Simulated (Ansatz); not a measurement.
Cartesian coordinates in Å:
```
C 0.533 -0.887 0.538
C -0.026 0.402 1.094
C -0.938 -0.575 0.388
C -0.651 0.131 -0.959
C 0.821 -0.181 -0.809
C 0.261 1.108 -0.252
H 1.013 -1.707 1.054
H -0.056 0.754 2.116
H -1.796 -1.111 0.768
H -1.236 0.265 -1.858
H 1.572 -0.331 -1.571
H 0.504 2.130 -0.509
```

Total charge 0; spin multiplicity 1.

**Question.** List the PBE0/def2-TZVPP orbital energies in eV (Ansatz 0.2.0). (Best estimate.)

**Answer.** Computed: Occupied: -278.42, -278.42, -278.41, -278.41, -278.41, -278.41, -27.26, -21.08, -18.04, -18.04, -15.09, -14.50, -14.50, -12.37, -12.07, -11.26, -11.26, -8.33, -8.33, -6.54, -6.54. Lowest empty: 1.74, 1.85, 2.13, 2.34, 2.34, 3.12, 3.12, 3.29.
